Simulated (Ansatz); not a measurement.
bcc Fe

The numbers are results of PBEsol (Ansatz, a program for electronic structure, plane waves, PAW), not measurements.

Numerical settings: plane-wave cutoff 500 eV, 26×26×26 k mesh, Fermi–Dirac smearing 0.1 eV, ferromagnetic start, spin-polarised with parallel moments, scalar-relativistic PAW data made under PBE.

Cell: relaxed at this level.

```yaml
volume_per_atom: 10.83 Å³/atom
lattice_parameter_a: 2.787 Å
magnetic moment per atom (the cell's total over its atoms): 2.09 μB
```

Measured, for comparison: equilibrium volume per atom 11.61 Å³/atom, lattice constant a 2.853 Å (static lattice: zero-point anharmonic expansion removed; as tabulated in Mejia-Rodriguez and Trickey (2018), arXiv:1807.09216). Computed (rounded) less measured: equilibrium volume per atom -6.7 %, lattice constant a -2.3 %.

Moments are spin moments.

The computed numbers hold no vibrational or temperature effects.

The result took around 5 core-minutes (rough).
